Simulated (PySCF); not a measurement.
## H₂CO: fields on a plane

Method: B3LYP in PySCF with C def2-TZVP, O def2-TZVP, H def2-TZVP; no relativity; density-fitted integrals.

The singlet minimum has C–H 1.107 Å (×2), C–O 1.199 Å; H–C–H 115.9°, H–C–O 122.0° (×2).

The plane holds C1 at (0.00, 0.00), O2 at (1.20, 0.00), H3 at (-0.59, 0.94), H4 at (-0.59, -0.94) Å. Columns run from x = -2.55 to 3.45 Å, rows from y = 3.15 (top) to -2.85 Å, in steps of 0.3 Å. Other isomers or separated fragments may lie lower.

**Question.** Give the electron localisation function (set to 0 where the density is under 0.005 e/Å³). Lower edges of the bins: '0' 0.000, '1' 0.100, '2' 0.200, '3' 0.300, '4' 0.400, '5' 0.500, '6' 0.600, '7' 0.700, '8' 0.800, '9' 0.900; top 1.00.

**Answer.** 
```
000000000000000000000
000000000000000000000
000000000000000000000
000006763000000000000
000489997100000000000
000899999300012200000
004999999500255420000
005999999612577641000
002799999635898752000
000268997457899863000
000014754468118863100
000014754468118863100
000268997457899863000
002799999635898752000
005999999612577641000
004999999500255420000
000899999300012200000
000489997100000000000
000006763000000000000
000000000000000000000
000000000000000000000
```

**Question.** Give the electron density (e/Å³) (cut at 5 e/Å³). Lower edges of the bins (e/Å³): '0' 0.000, '1' 0.030, '2' 0.076, '3' 0.151, '4' 0.268, '5' 0.455, '6' 0.750, '7' 1.218, '8' 1.960, '9' 3.136; top 5.00.

**Answer.** 
```
000000000000000000000
000000000000000000000
000000000000000000000
000000000000000000000
000000110000000000000
000001222100000000000
000013443211111000000
000024775433332100000
000124787555665310000
000024678778997421000
000013579989999631000
000013579989999631000
000024678778997421000
000124787555665310000
000024775433332100000
000013443211111000000
000001222100000000000
000000110000000000000
000000000000000000000
000000000000000000000
000000000000000000000
```
